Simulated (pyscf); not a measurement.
Optimised with ωB97X-D3(BJ)/def2-SVP in PySCF.

Problem. Estimate by transition-state theory the rate constant of [H₃C–Zn]• + HCl → CH₄ + [Cl–Zn]• (doublet surface; C–Zn, Cl–H broken, C–H, Cl–Zn formed) at 600 K, with ωB97M-D3(BJ)/def2-TZVP energies (ideal gas, 1 atm, RRHO with modes under 100 cm⁻¹ raised to 100, one conformer, R ln 2 for chiral ones without a mode under 150 cm⁻¹; no tunnelling).

Solution. The electronic barrier is 8.7 kcal/mol and the thermal terms add +16.6, so ΔG‡ = 25.2 kcal/mol. With k_BT/h = 1.25e+13 s⁻¹ and RT = 1.192 kcal/mol, and a volume of 8.18e-20 cm³ per molecule at 1 atm, k = 6.5e-16 cm³ molecule⁻¹ s⁻¹. Wigner's tunnelling factor for 925i cm⁻¹ would be 1.20. A shift of 1 kcal/mol in the barrier changes k by a factor 2.3. One saddle was located; it need not be the lowest between these sides. Elements up to Kr have no core potential and no relativistic terms here.
